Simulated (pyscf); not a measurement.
9 silicon, germanium or tin steps of one kind (four-centre exchange, closed-shell): reaction energy in eV, from the separated reactants or the lowest minimum found. Structures and frequencies: ωB97X-D3(BJ)/def2-SVP in PySCF. Functionals in def2-TZVP; the last column is ωB97M-D3(BJ)/def2-TZVP. Rows were drawn at random from the steps of this kind and element class whose saddle was verified and whose references are stable.

```
step                                                    PBE  M06-2X  r²SCAN  ωB97M-D3(BJ)
----------------------------------------------------  -----  ------  ------  ------------
HO–SiH₃ + HO–GeH₃ → H₃Si–O–GeH₃ + H₂O                 -0.09   -0.17   -0.13         -0.14
H₃Si–O–SiH₃ + HF -> F–SiH₃ + HO–SiH₃                    [?]   -0.25   -0.31         -0.28
H₃C–SiH: [singlet] + HCl → H₃C–Si:–Cl [singlet] + H₂  -1.36   -1.42   -1.41         -1.33
H₂N–SiH₂–Cl + NH₃ → H₂N–SiH(NH₂)–Cl + H₂              -0.44   -0.63   -0.56         -0.52
H₂N–NH₂ + H₃Si–SiH₃ -> H₂N–NH–SiH₃ + SiH₄             -0.25   -0.50   -0.37         -0.46
HS–GeH₃ + HCl → HS–GeH₂–Cl + H₂                       -0.60   -0.78   -0.66         -0.58
H₂C=SiH₂ + HCl → H₂C=SiH–Cl + H₂                      -0.74   -0.83   -0.81         -0.73
H₃Si–GeH₃ + HCl → Cl–SiH₂–GeH₃ + H₂                     [?]   -0.82   -0.77         -0.72
Cl–SiH(Cl)–Cl + H₂O → HO–Si(Cl)(Cl)–Cl + H₂           -0.85   -1.03   -0.99         -0.92
```

Q: Some entries are withheld; supply them.

A: 
- H₃Si–O–SiH₃ + HF -> F–SiH₃ + HO–SiH₃, PBE: -0.34
- H₃Si–GeH₃ + HCl → Cl–SiH₂–GeH₃ + H₂, PBE: -0.70

Differences from the last column (eV): PBE: mean +0.04, median +0.02, mean size 0.06, lower in 4 of 9; M06-2X: mean -0.08, median -0.09, mean size 0.09, lower in 8 of 9; r²SCAN: mean -0.03, median -0.05, mean size 0.06, lower in 7 of 9. PBE is closest for row 7 (0.01 eV apart) and farthest for row 5 (0.21 eV). PBE, r²SCAN and M06-2X carry no added dispersion term. The last column is a level with limits of its own. Elements up to Kr have no core potential and no relativistic terms here.
